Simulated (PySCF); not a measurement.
Ionisation energies (eV) were calculated with PySCF 2.14 by PBE, LDA, PBE0, in another order, as differences of total energies without spin-orbit coupling. The measured values are between term centres (NIST).

```tsv
species	measured	A	B	C
B⁺ (aug-cc-pwCVTZ, non-relativistic)	25.155	24.607	24.563	24.554
F (aug-cc-pCVTZ-DK, spin-free X2C)	17.427	17.657	17.447	17.962
Mn⁺ (aug-cc-pwCVTZ-DK, spin-free X2C)	15.640	16.289	15.967	16.518
Mn (aug-cc-pwCVTZ-DK, spin-free X2C)	7.434	7.240	7.096	7.570
Fe (aug-cc-pwCVTZ-DK, spin-free X2C)	7.904	7.827	7.631	8.134
Zn (aug-cc-pwCVTZ-PP with ECP10MDF, ECP)	9.394	9.557	9.246	9.903
Hg⁺ (aug-cc-pwCVTZ-PP with ECP60MDF, ECP)	18.757	19.127	18.797	19.539
Tl (aug-cc-pwCVTZ-PP with ECP60MDF, ECP)	5.464	5.427	5.443	5.583
```

Task: Which column is which method?

Result: A is PBE (mean error 0.07 eV); B is PBE0 (mean error -0.12 eV); C is LDA (mean error 0.32 eV). PBE, with gradient corrections, lies close to experiment on average, with errors of both signs. PBE0, with a quarter of exact exchange, lies close to experiment on average. LDA overbinds the outer electron and comes out highest.
